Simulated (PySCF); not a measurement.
Consider `C1=CCCCC1` (C6H10). Non-hydrogen atoms are numbered in `[CH:1]1=[CH:2][CH2:3][CH2:4][CH2:5][CH2:6]1`. These are map numbers, not IUPAC locants.

Energies: ωB97X-D3(BJ)/ma-def2-TZVP (PySCF, density fitting, integration grid level 2) on PBE0-D3(BJ)/ma-def2-SVP structures. The prefix ma- adds one diffuse s and one diffuse p function on all atoms but H. ωB97X-D3(BJ) is ωB97X-V with D3(BJ) in place of VV10. Zero-point and thermal terms (298.15 K, 1 bar) come from unscaled PBE0-D3(BJ)/ma-def2-SVP harmonic frequencies, with soft modes damped to free rotors in the entropy.

Task: What are the vertical and the adiabatic ionisation energy for forming the radical cation?

Result: 9.01 eV vertical and 8.69 eV adiabatic, the latter with zero-point energy.

Task: Where does the unpaired spin of the relaxed radical cation sit?

Result: C1 (alkene carbon) 0.41, C2 (alkene carbon) 0.41 (intrinsic atomic orbital populations).

Task: How far is −ε(HOMO) from the vertical value by ΔSCF?

Result: −ε(HOMO) = 9.20 eV, which is 0.19 eV above the ΔSCF value.
